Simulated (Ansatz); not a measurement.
Cost and result for the atomization energy of `C=C(O)CO` (11 atoms, 10 bonds).

```csv
atom,x (Å),y (Å),z (Å)
C1,-0.061,-0.393,1.645
C2,0.360,-0.081,0.424
O3,1.630,-0.312,0.019
C4,-0.490,0.594,-0.611
O5,-0.248,0.056,-1.902
H6,-1.082,-0.184,1.932
H7,0.605,-0.834,2.374
H8,1.645,-0.199,-0.941
H9,-1.546,0.541,-0.331
H10,-0.209,1.649,-0.684
H11,-0.605,-0.837,-1.927
```

Total charge 0; spin multiplicity 1. Geometry: relaxed with PBE0-D4/def2-TZVP. It is one conformer, not always the lowest. Program: Ansatz. All runs use 4 threads of an Arm Neoverse V2 on a shared host. Times are those of one run each, without the atoms' runs, and a repeat can differ threefold. Electronic energies, without spin–orbit coupling; frozen cores. CCSD(T)/CBS adds CCSD(T) − MP2 in def2-TZVPP to the MP2 limit, and its time is that of the two runs behind it. T1 = 0.012. B3LYP takes the VWN-RPA correlation (the form of Gaussian; ORCA's B3LYP/G).

CCSD(T)/CBS is a level of theory with its own doubt, some kJ/mol a heavy atom from the limit and from the frozen cores, so smaller differences don't rank the functionals.

```tsv
level	functions	wall time	atomization (kcal/mol)	difference from CCSD(T)/CBS	per bond
PBE0-D4/def2-TZVPP	239	1.9 s	1069.5	4.9	0.5
PBE-D4/def2-TZVPP (with forces)	239	2.1 s	1097.1	32.5	3.2
B3LYP-D4/def2-TZVPP (with forces)	239	3.1 s	1063.4	-1.2	-0.1
r2SCAN-D4/def2-TZVPP (with forces)	239	3.6 s	1067.8	3.2	0.3
B2PLYP/def2-TZVPP	239	4.2 s	1053.6	-11.0	-1.1
ωB97X-V/def2-TZVPP	239	5.5 s	1063.9	-0.7	-0.1
ωB97M-V/def2-TZVPP (with forces)	239	8 s	1067.5	2.9	0.3
MP2/def2-QZVPP	465	18 s	1076.5	11.9	1.2
CCSD(T)/def2-TZVPP	239	2 min	1036.6	-28.0	-2.8
CCSD(T)/CBS(def2)	–	2.3 min	1064.6	0.0	0.0
```

From PBE to PBE0 (25 % exact exchange), in def2-TZVPP and without D4, the atomization energy moves by −26.9 kcal/mol: exact exchange takes away binding that semilocal exchange gives to molecules. The D4 term adds +6.7 kcal/mol with B3LYP and +3.5 kcal/mol with PBE0; it sums over pairs of atoms, weighted by their polarisabilities, and B3LYP, whose exchange is more repulsive, gets the larger term. In def2-TZVPP, CCSD(T) changes the Hartree–Fock value by +285.8 kcal/mol (the triples alone add +18.2 kcal/mol) and MP2 by +309.2 kcal/mol; breaking electron pairs costs correlation energy, which Hartree–Fock lacks.
